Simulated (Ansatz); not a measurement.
# Si(NH2)2H2 (SiN₂H₆): the relaxed shape and its frontier levels

What does Si(NH2)2H2 (SiN₂H₆) look like as a singlet, and where do its frontier electrons sit?

Computed with Ansatz 0.2.0, Gaussian basis. Level: RKS PBE0-D4/def2-TZVP.

Plan: relaxation at PBE-D4/def2-TZVP; a search for the lowest solution at PBE0-D4/def2-SVP; a single point at PBE0-D4/def2-TZVP.

1 further run of the same task is left out (it didn't finish). Runs told in other sessions of the task aren't counted.

**1. Starting geometry**

9 atoms, charge 0, spin multiplicity 1.

Atoms are counted from 1 here; the program's logs count them from 0.

Bond lengths: Si1–N2 1.732 Å, Si1–N5 1.722 Å, Si1–H8 1.460 Å, Si1–H9 1.468 Å, N2–H3 1.008 Å, N2–H4 1.006 Å, N5–H6 1.007 Å, N5–H7 1.007 Å. Angles: N2–Si1–N5 112.3°, N2–Si1–H8 104.4°, N2–Si1–H9 115.0°, N5–Si1–H8 107.7°, N5–Si1–H9 103.9°, H8–Si1–H9 113.6°, Si1–N2–H3 119.0°, Si1–N2–H4 118.6°, H3–N2–H4 109.3°, Si1–N5–H6 118.1°, Si1–N5–H7 119.2°, H6–N5–H7 109.6°.

The start is a GFN2-xTB geometry.

**2. Relaxation at PBE-D4/def2-TZVP**

in.yaml reads:

```yaml
crystal:
  periodic: [false, false, false]
  atoms:
    - {symbol: Si, position_ang: [-0.496840, 0.073650, -0.354120]}
    - {symbol: N, position_ang: [-0.385810, 0.140400, 1.373270]}
    - {symbol: H, position_ang: [0.117780, -0.585500, 1.858680]}
    - {symbol: H, position_ang: [-1.207750, 0.383940, 1.900150]}
    - {symbol: N, position_ang: [1.049420, -0.033290, -1.104880]}
    - {symbol: H, position_ang: [1.729080, 0.679390, -0.895240]}
    - {symbol: H, position_ang: [1.505870, -0.928870, -1.163330]}
    - {symbol: H, position_ang: [-1.085100, 1.355340, -0.730220]}
    - {symbol: H, position_ang: [-1.226650, -1.085070, -0.884310]}
basis:
  gaussian: {orbitals: def2-TZVP}
hamiltonian: {xc: pbe, dispersion: d4}
scf: {lower_state_search: "off"}
output: {orbitals: {seedname: orbitals}}
relax: {f_tol: 0.02, max_steps: 100}
```

Started as:

```console
$ ansatz run in.yaml --threads 4 --pin off --events-out ev --progress --plain --max-ram 3916MiB
```

Further steps of the session: Searching for the lowest solution, PBE0-D4/def2-SVP; Single point, PBE0-D4/def2-TZVP.

Before running them: what should the planned runs give, taken together? Wanted: point group; commonest bond, hydrogen aside; HOMO, LUMO at PBE0-D4/def2-TZVP; dipole at PBE-D4/def2-TZVP.

As calculated:

| quantity | value |
| --- | --- |
| point group | C2 |
| commonest bond, hydrogen aside | N–Si, 2 of mean length 1.726 Å |
| HOMO, LUMO at PBE0-D4/def2-TZVP | -7.23, 0.99 eV |
| dipole at PBE-D4/def2-TZVP | 0.64 D |

In words: The molecule keeps its bonding pattern by the stored test; the atoms moved 0.29 Å (rms). No usable vibrations, so a minimum isn't proven. The point group is read from a loosely relaxed geometry; soft torsions can leave it below the true symmetry.
